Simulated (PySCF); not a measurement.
nitrogen trifluoride: calculation against experiment

**What was measured.**

NIST CCCBDB Release 22 (SRD 101), experimental dipoles lists, for the gas: dipole moment (microwave Stark effect) 0.235 D.

From NIST CCCBDB Release 22 (SRD 101), experimental polarizabilities, for the gas: mean polarisability 2.81 Å³.

The results are set against them at the end.

Compound: nitrogen trifluoride, NF3.
Numbering: `[F:1][N:2]([F:3])[F:4]`

Geometry (GFN2-xTB, Å), atoms numbered from 1 in this order:
```xyz
4
NF3 angstrom
F     -0.5388    1.1051   -0.1535
N      0.0013    0.0021    0.4276
F     -0.6825   -1.0204   -0.1499
F      1.2302   -0.0820   -0.1470
```

The PySCF runs (gas phase, on this GFN2-xTB geometry; no spin–orbit coupling):

```json
{"level": "B3LYP/def2-SVPD", "job": "8 singlets by full TDDFT, 3 Tamm–Dancoff triplets, polarisability", "basis functions": "89", "wall time": "3.7 s"}
```

Hardware: an Arm Neoverse V2 with one thread, no GPU, on a shared host.

Results beside the measurements:

**Dipole moment.** Measured: 0.235 D (NIST CCCBDB Release 22 (SRD 101), experimental dipoles).

```
          level  computed (D)  computed − measured (D)
B3LYP/def2-SVPD         0.113                   -0.122
```

The computed dipoles belong to one fixed geometry; measured ones are averaged over vibrations unless marked μe. Magnitudes are compared, not signs.

**Mean polarisability.** Measured: 2.81 Å³ (NIST CCCBDB Release 22 (SRD 101), experimental polarizabilities).

```tsv
level	computed (Å³)	computed − measured (Å³)	% (from the printed values)
B3LYP/def2-SVPD	2.69	-0.12	-4
```

The computed values are static and purely electronic, with core orbitals frozen in the response (1 au = 0.148185 Å³). The table of measured values doesn't say here whether a value is static or optical, or holds a vibrational part.

The geometry is computed, not the measured one. Where a level misses, the cause wasn't examined.
